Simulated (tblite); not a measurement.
# H2O4S: the cost of one run

Computed with tblite 0.8.0 and PySCF 2.14.0; each step states its level. No surroundings beyond the atoms listed, unless a continuum is named. Atoms count from 0, parts from 1.

## Step 1: Starting point

7 atoms, charge 0, multiplicity 1; geometry: rigid parts in contact. Parts: 1 = atoms 0–2, `O=S=O`, charge 0; 2 = atoms 3–6, `OO`, charge 0.

## Step 2: Bringing the parts together with GFN2-xTB

What the job is given:

```
{"job": {"kind": "dock", "xc": "GFN2-xTB", "basis": "xTB"}, "charge": 0, "multiplicity": 1, "parts": [{"atoms": "0-2", "charge": 0, "multiplicity": 1}, {"atoms": "3-6", "charge": 0, "multiplicity": 1}]}
O      1.217823     0.213234     0.141051
S      0.001528    -0.422200    -0.275504
O     -1.219352     0.208966     0.134453
O     -2.712100    -3.075655    -0.925373
O     -2.859692    -1.664798    -0.844546
H     -2.377275    -3.192918    -1.823397
H     -3.185935    -1.546937     0.056551
```

With the program's defaults for keys left out, this is: GFN2-xTB search for minima from random contacts, gas phase.

Command:

```sh
> OMP_NUM_THREADS=1 python cluster_run.py task.json out
```

One launch serves the whole session: the jobs run in the order shown.

Q: Estimate the wall time of this first job on 1 thread of Intel Xeon Platinum 8488C, shared host.

About 5.4 s.
